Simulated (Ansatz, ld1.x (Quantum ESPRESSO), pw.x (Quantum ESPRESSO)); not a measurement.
From atom to crystal: TM potential for Os

Os, norm-conserving Troullier–Martins (Kleinman–Bylander form), made with ld1.x (Quantum ESPRESSO) 7.5 (PBEsol, scalar-relativistic). Core [Xe] 4f14, reference 5d6 6s0 6p0 (charge +2). Waves: 6s (bound, empty): rc 2.10 bohr; 6p (bound, empty): rc 3.05 bohr; 5d (bound): rc 1.40 bohr. Local part: all-electron potential smoothed inside 2.05 bohr (lloc = -2). Core correction: Bessel-smoothed model core inside 1.15 bohr.

Crystal test: bcc Os in pw.x 7.5, no spin, 15³ k-points, Fermi–Dirac smearing 0.01 Ry, cutoffs 85/340 Ry. The reference is all-electron LAPW (Ansatz 0.2.0) with the same functional, mesh and smearing; V0 and B0 come from Birch–Murnaghan fits to the pressures at five volumes. Errors are pseudo minus all-electron; Δ is the rms difference of the E(V) curves that follow from these fits, minima aligned, over ±6 % about the mean V0. Mesh and smearing are coarse, so the numbers serve the comparison and aren't converged zero-temperature values; the lattice is a test structure that the element need not adopt.

| V (Å³/atom) | P all-electron (GPa) | P pseudo (GPa) |
| --- | --- | --- |
| 13.631 | 22.64 | 11.20 |
| 13.989 | 10.78 | 0.35 |
| 14.348 | 0.50 | -9.03 |
| 14.707 | -8.41 | -17.12 |
| 15.065 | -16.11 | -24.09 |

All-electron: a0 = 3.063 Å (V0 = 14.37 Å³/atom), B0 = 379.8 GPa.

Pseudopotential: mean pressure error (GPa): -9.62; a0 (Å): 3.037; a0 error (%): -0.85; B0 error (%): +3.1; Δ (meV/atom): 30.9. The largest radius (3.05 bohr) exceeds half the bond length (2.51 bohr), so the spheres overlap, which is one possible source of error among others. This is a poor potential for the solid. The logarithmic derivative shows an extra or strongly shifted pseudo pole above the reference energy (s near -0.22 Ry).

Problem. At the middle volume, how do free energy and pressure move when the wave cutoff is lowered (ecutrho kept at four times it)?

Solution.

```json
{"cutoff (Ry)": "38", "shift of F (meV/atom)": "+62.4", "shift of P (GPa)": "-0.92"}
{"cutoff (Ry)": "51", "shift of F (meV/atom)": "+45.3", "shift of P (GPa)": "-1.10"}
{"cutoff (Ry)": "68", "shift of F (meV/atom)": "+5.6", "shift of P (GPa)": "-0.49"}
```

The run at the middle volume (120 k-points, 9 iterations) took about 18 s on one core of a shared host (Neoverse-V2, 96 threads, 742 GiB, load 85).
